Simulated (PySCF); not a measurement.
## Telling isomers of C₂H₅N apart by NMR

Relativity neglected, one conformer, rapidly exchanging positions averaged, in vacuum. J couplings at B3LYP/pcJ-1; structure optimised with GFN2-xTB; shielding tensors at PBE0/pcSseg-1 (GIAO); PySCF 2.14.0 with density-fitted response routines.

Scale: 1H (σ = 31.72 ppm) and 13C (σ = 186.93 ppm) against TMS (reference shieldings calculated alike). Multiplet labels drop J under 1 Hz and among equivalent protons, and merge close values. Unscaled 3J(H,H) run several per cent high. Shifts are as computed. Against solution values, carbons near 30 ppm lie about +3 ppm off and those near 130 ppm about +5 ppm. Of 1211 compounds with measured shifts, 218 miss one by over three times the rms of a fit or turn the order of signals round; such compounds aren't used in these exercises. OH and NH positions are gas-phase values without hydrogen bonding to other molecules.

(1) Tabulate the signals of `C1CN1`, `C=NC` and their relative energies.

(2) What is the quickest way to tell C1CN1 from C=NC?

Results:

(1) 
| SMILES | carbon types | δC | δH | E rel. (kcal/mol) |
| --- | --- | --- | --- | --- |
| C1CN1 | 2×CH2 | 17.9 | 1.52 (s, 4H), -0.49 (br s, 1H) | 8.5 |
| C=NC | 1×CH2 1×CH3 | 155.2, 53.3 | 7.69 (dq, 1H), 7.19 (dq, 1H), 3.69 (t, 3H) | 0.0 |

Energies are electronic energies at PBE0/pcSseg-1 on these geometries, without zero-point or thermal terms, each for the one conformer computed, which needn't be the lowest.

(2) Count the carbon signals: 1 against 2. The first has an aziridine ring carbon (CH2) at 17.9 ppm, the second a C=N carbon (CH2) at 155.2 ppm. In the proton spectra the most deshielded non-exchanging signals are 1.52 (s, 4H) and 7.69 (dq, J = 17.9, 2.2 Hz, 1H).
